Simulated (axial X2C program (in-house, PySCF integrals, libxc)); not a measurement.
## What spin–orbit coupling does to HCl⁻

Computed with an in-house all-electron X2C program for linear molecules (integrals from PySCF). Spin-free means the one-electron spin-free X2C Hamiltonian; two-component (2c) means X2C with spin–orbit coupling and atomic mean-field two-electron Coulomb and Gaunt terms, so the difference of the two also holds small scalar two-electron terms. Basis: Cl dyall-av3z [9s8p3d2f], H dyall-av3z [7s3p2d] (cores contracted in-house); Gaussian nuclei, density fitting, unrestricted open shells. Masses: Cl 34.969 u, H 1.008 u.

Spin-free state: M_S = 1/2, Λ = 0 (beyond evenly filled blocks: σα); fragments Cl- + H.

```tsv
level	Re (Å)	ωe (cm⁻¹)	De (eV)	μ (D)
PBE0	1.313	2376.2	0.639	-6.25
BP86	1.358	1839.6	0.755	-5.43
```

Dipoles are positive if H is the positive end and refer to the centre of mass.

Two-component determinant lowest at the distance of the search:

Ω = 1/2 (⟨Sz⟩ = 0.50, ⟨Lz⟩ = 0.00 at PBE0); fragments Cl- + H.

```
level  Re (Å)  ωe (cm⁻¹)  De (eV)  μ (D)
 PBE0   1.314     2366.6    0.636  -6.27
 BP86   1.360     1829.0    0.751  -5.44
```

(1) From the two tables, how do the constants change at the PBE0 level (2c against spin-free)?

The state is one determinant whose occupation by symmetry is held fixed; it was picked as the lowest of a PBE0 search that is not exhaustive. Dissociation energies refer to the lowest single-determinant-based atoms at the same level and basis. Density functionals use the spin component along the axis (collinear). The highest occupied level is positive at some bond lengths even in Hartree–Fock (under at least one Hamiltonian), so the basis set holds the extra electron there; where that holds at Re the anion is at best weakly bound and its constants depend on the basis.

Results:

(1) At the PBE0 level Re rises by 0.001 Å and ωe drops by 9.6 cm⁻¹; De changes by -0.003 eV.
